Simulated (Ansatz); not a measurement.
# SiO₂: how energies converge with the basis set

The task here is to estimate one member of a computed series from the others.

Method: one geometry, several basis sets; program: Ansatz 0.2.0, Gaussian basis.

Levels to be run: PBE0-D4/def2-SVP; ωB97M-V/def2-SVP; PBE0-D4/def2-QZVPP; ωB97M-V/def2-QZVPP; CCSD(T)/cc-pV(D+d)Z; CCSD(T)/cc-pV(T+d)Z; CCSD(T)/cc-pV(Q+d)Z; the functionals' def2-TZVPP values are taken from earlier runs.

## Structure used throughout

The geometry comes from an earlier relaxation with PBE0-D4 in a triple-zeta def2 set; it is a stationary point.

SMILES `O=[Si]=O`, 3 atoms, charge 0, spin multiplicity 1.

Atoms are counted from 1 here; the program's logs count them from 0.

Bond lengths: O1–Si2 1.506 Å, Si2–O3 1.506 Å. Angles: O1–Si2–O3 180.0°.

Set-up of the first run:

Contents of in.yaml:

```yaml
crystal:
  periodic: [false, false, false]
  atoms:
    - {symbol: O, position_ang: [0.697730, 1.229600, 0.518761]}
    - {symbol: Si, position_ang: [-0.000009, 0.000000, -0.000001]}
    - {symbol: O, position_ang: [-0.697731, -1.229610, -0.518760]}
basis:
  gaussian: {orbitals: def2-SVP}
hamiltonian: {xc: pbe0, dispersion: d4}
output: {orbitals: {seedname: orbitals}}
```

Started as:

```
$ ansatz run in.yaml --threads 2 --pin off --events-out ev --progress --plain --max-ram 32768MiB --backend cpu
```

Among the steps run: PBE0-D4 in def2-SVP; ωB97M-V in def2-SVP; PBE0-D4 in def2-QZVPP; ωB97M-V in def2-QZVPP.

One table of the session follows, with a row left open; its other results are not shown here.

| functional | basis | HOMO (eV) | LUMO (eV) |
| --- | --- | --- | --- |
| PBE0-D4 | def2-SVP | -9.62 | -3.08 |
| PBE0-D4 | def2-TZVPP | ? | ? |
| PBE0-D4 | def2-QZVPP | -10.01 | -3.54 |
| ωB97M-V | def2-SVP | -11.91 | -0.98 |
| ωB97M-V | def2-TZVPP | -12.32 | -1.43 |
| ωB97M-V | def2-QZVPP | -12.38 | -1.53 |

**Question.** Estimate the row for PBE0-D4, def2-TZVPP.

The run gave: HOMO (eV): -9.95; LUMO (eV): -3.46. In the column «HOMO (eV)» it lies between PBE0-D4, def2-QZVPP (-10.01) and PBE0-D4, def2-SVP (-9.62).
